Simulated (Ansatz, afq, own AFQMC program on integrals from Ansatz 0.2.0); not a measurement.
Two steps: Ansatz 0.2.0 writes the Fock matrix and Cholesky factors of the valence space, and afq projects on them the lowest state that overlaps trial and start.

```yaml
crystal:
  periodic: [false, false, false]
  atoms:
    - {symbol: O, position_ang: [0.000000, 0.000000, 0.000000]}
    - {symbol: C, position_ang: [0.000000, 0.000000, 3.168000]}
basis:
  gaussian: {orbitals: 6-31G}
magnetization: {spin_polarized: true, initial_magnetization: 2}
correlation: {method: ccsd_t, electrons: outside_noble_gas, hamiltonian_folder: ham}
```

```sh
$ ansatz run in.yaml --threads 1 --pin off --events-out ev --progress --plain --max-ram 16896MiB --backend cuda --devices 0, --max-vram 18GiB
```

afq runs on the folder ham with

```
--method phaseless --trial cisd --walkers 4000 --populations 20 --least-time 60 --time-step 0.005 --steps-per-block 50 --equilibration-blocks 40 --max-blocks 4000 --target-error 0.00038 --factor-cut 1e-05 --start spin_pure --seed 9850 --release-times 0.24,0.51,0.99,1.62,2.4 --release-step 0.03 --release-every 3 --taylor-order 6
```

Times are imaginary, in 1/Eh. The walk had a cap of 122 s. With eight or more populations the least sampling time is a fifth of least-time, and the error comes from their spread.

afq prints:

```
orbitals 16  electrons 6 4  factors 75 of 202
reference energy -112.42891253 Eh
CCSD correlation -0.12070310 Eh in 28 cycles, weight of the determinant in the CISD state 0.5807
energy of the start -112.548755 Eh
 block  time / (1/Eh)  mean weight  energy / Eh
     1     0.250  1.0000  -112.548060
     2     0.500  1.0001  -112.548335
     3     0.750  1.0001  -112.548841
     4     1.000  1.0000  -112.549466
     5     1.250  1.0001  -112.549551
     8     2.000  0.9999  -112.550146
    11     2.750  1.0001  -112.550540
    17     4.250  1.0001  -112.551125
    23     5.750  0.9998  -112.551074
    29     7.250  0.9999  -112.552071
    35     8.750  1.0001  -112.551990
    41    10.250  1.0001  -112.551814
    47    11.750  1.0001  -112.551301
    53    13.250  1.0002  -112.554044
    59    14.750  1.0004  -112.554608
    65    16.250  1.0000  -112.553063
    71    17.750  1.0001  -112.551895
    77    19.250  1.0002  -112.551790
    83    20.750  1.0001  -112.555183
    87    21.750  0.9999  -112.549602
    89    22.250  1.0007  -112.550951
error from the spread of 20 populations
released: time / (1/Eh)  energy / Eh  error  mean overlap
  0.24  -112.550818  0.001584  0.9999
  0.51  -112.553062  0.000269  0.9990
  0.99  -112.552134  0.001578  1.0012
  1.62  -112.554327  0.000435  1.0001
  2.40  -112.554955  0.000597  1.0115
energy -112.552430 +/- 0.000269 Eh
(rows thinned)
```

The run passed its tests (sampling time, drift between the halves within three errors, error under three times the target), which doesn't prove that it has relaxed.

Against this walk (error 7.3 meV) on the same determinant: CCSD(T) 80.5 meV lower, CCSDT(Q) 100.7 meV lower, full CI 129.7 meV lower. The error is statistical and leaves out the bias of the constraint. The determinant has ⟨S²⟩ = 3.00, so the low cluster orders mix in higher spin (the high orders can go on to a lower state of that spin), while the walk starts as a pure triplet. The released energies have errors that jump between times, so the bars are unsure (meV from the phaseless value at times in 1/Eh: 44 ± 43 at 0.24, -17 ± 7 at 0.51, 8 ± 43 at 0.99, -52 ± 12 at 1.62, -69 ± 16 at 2.40), so they give no level; they do show a bias of the constraint, and the last of them that isn't too noisy lies 78 meV above full CI. Full CI is exact here, so the walk's 130 meV above it is the walk's own error: the bias of the constraint with this trial. The determinant is a poor start (see the cautions), so the low cluster orders aren't to be relied on, and full CI is the sure value.

Cautions: constraint bias not in the error; lower spins were not checked; strong correlation (T1 0.005, weight of the determinant 0.58, largest double 0.72); unrestricted determinant spin contaminated (⟨S²⟩ 3.00 against 2.00); the CCSD(T) amplitudes may be one of several solutions (largest double 0.72); the CCSDT(Q) amplitudes may be one of several solutions (largest double 0.88); the next higher spin lies close (full CI puts it 30 meV above); the determinant fills πx and πy unequally, so it mixes two states of the linear molecule, and each level undoes that mixture to a different degree, while full CI gives the lower state; CCSDT(Q) on the ROHF determinant differs (52 meV higher), perhaps since the unrestricted series falls towards higher spin; walk and cluster series may follow different spin states.

The walk took 19 s on 1 × NVIDIA H100 80GB HBM3 with 2 threads of AMD EPYC 7R13 Processor (Zen 3), with other jobs on the host (the card was shared). The log's last line is the phaseless energy.

CCSDT and higher add their correlation energy to the determinant of the CCSD(T) run, since their own runs factorise the integrals more tightly (a shift of under 2 meV).
